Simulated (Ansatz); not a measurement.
The cluster C₃⁻. Charge -1, multiplicity 2. Geometry PBE0-D4/def2-TZVPD, basis def2-TZVPD, Ansatz.

```xyz
3

C     0.000    0.000    0.000
C    -0.246   -1.158    0.540
C     0.245    1.158   -0.540
```

| run | HOMO (eV) | LUMO (eV) |
| --- | --- | --- |
| A | -3.27 | 6.10 |
| B | -0.24 | 2.67 |
| C | 0.45 | 2.12 |
| D | 1.42 | 1.74 |
| E | 1.12 | 1.94 |
| F | 0.90 | 1.75 |

The structure comes from a short search, and lower isomers may exist.

HOMO and LUMO are taken over both spins.

Problem. The runs used B97M-V, BLYP, HF, r2SCAN, r2SCAN0, r2SCANh. Estimate which is which.

Solution. A HF (100 % exact exchange); B r2SCAN0 (25 % exact exchange); C r2SCANh (10 % exact exchange); D BLYP (0 % exact exchange); E B97M-V (0 % exact exchange); F r2SCAN (0 % exact exchange). Exact exchange lowers occupied and raises empty levels; among semilocal functionals meta-GGAs tend to open the gap a little, and such runs are hard to tell apart. The gap grows from 0.32 eV (BLYP) to 9.37 eV (HF). At HF/def2-TZVPD the charge -1 doublet is spin-contaminated (final ⟨S²⟩ up to 0.87, 0.75 for a pure state). At r2SCANh-D4/def2-TZVPD, BLYP-D4/def2-TZVPD, B97M-V/def2-TZVPD, r2SCAN-D4/def2-TZVPD the highest occupied level of the charge -1 doublet lies above zero (up to 1.42 eV). By energy differences its removal costs 1.88 eV (vertical, to the charge 0 singlet, at CCSD(T)/def2-TZVPPD).
